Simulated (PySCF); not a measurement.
## Diatomics with 24 electrons

CCSD(T) in PySCF with def2-TZVPPD on every atom, for the lowest determinant that a PBE0 search found; no spin–orbit coupling. All have 24 electrons, 12 of them in the valence shells, and the same state, a triplet (π ↑↑). For ions De leads to the atom and ion picked by measured ionisation energies and electron affinities.

```csv
species,difference of nuclear charges,Re (Å),ωe (cm⁻¹),k (mdyn/Å),De (eV),dissociates to
SiF⁻,5,1.709,646,2.78,3.32,Si + F⁻
CCl⁻,11,1.889,474,1.18,1.61,C + Cl⁻
PF,6,1.601,844,4.94,4.44,P + F
SO,8,1.493,1145,8.24,5.14,S + O
SF⁺,7,1.514,1014,7.22,3.55,S⁺ + F
```

Problem. Which member of the whole set has the stiffest bond, and how does it compare with the softest?

Solution. SO with k = 8.24 mdyn/Å, 7.0 times that of CCl⁻.

Correlated steps freeze 6 core orbitals. UHF and ROHF references stand side by side, which adds small steps between rows. For an ion De counts to the pair picked by the measured ionisation energies or electron affinities, which need not be the lowest pair at this level. States were picked by a PBE0 search and need not be the measured ground states.
